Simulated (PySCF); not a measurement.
# Frontier levels across methods

Nitrogen trifluoride, NF3.
Structure used (PBE0-D3(BJ)/def2-SVP), in Å, numbered top down from 1:
```xyz
4
NF3 angstrom
F     -0.5514    1.0728   -0.1658
N      0.0076   -0.0031    0.4329
F     -0.6444   -1.0331   -0.1513
F      1.2262   -0.0619   -0.1488
```

Basis pcSseg-2 throughout (PySCF), one geometry. Isolated species at its PBE0-D3(BJ)/def2-SVP geometry, gas phase.

Task: How do the orbital energies, the gap and the dipole change with the method?

Result: 
```csv
method,kind,HOMO (eV),LUMO (eV),gap (eV),μ (D),SCF cycles
OPBE,GGA,-8.20,-0.32,7.88,0.05,14
BLYP,GGA,-8.27,-0.59,7.69,0.07,13
PBE,GGA,-8.28,-0.58,7.70,0.05,14
B97-D,GGA,-8.38,-0.52,7.85,0.09,13
BP86,GGA,-8.40,-0.66,7.74,0.06,14
LDA,LDA,-8.47,-0.97,7.50,0.04,13
KT2,GGA,-8.55,-0.59,7.96,0.12,15
KT3,GGA,-8.59,-0.60,7.99,0.12,14
B3LYP,global hybrid,-9.96,0.46,10.42,0.14,12
PBE0,global hybrid,-10.18,0.95,11.12,0.14,12
mPW1PW91,global hybrid,-10.23,0.92,11.15,0.14,12
HF,Hartree–Fock,-15.07,6.11,21.18,0.34,11
```

The HOMO spans 6.88 eV, from OPBE down to HF, and the gap runs from 7.50 eV (LDA) to 21.18 eV (HF). Over the methods OPBE (0 %), BLYP (0 %), PBE (0 %), B97-D (0 %), BP86 (0 %), LDA (0 %), KT2 (0 %), KT3 (0 %), B3LYP (20 %), PBE0 (25 %), mPW1PW91 (25 %), HF (100 %), a straight line through the gap against the share of exact exchange rises by 1.34 eV for each 10 % (correlation coefficient 0.999). The dipole ranges from 0.04 D (LDA) to 0.34 D (HF). This basis has no diffuse functions.
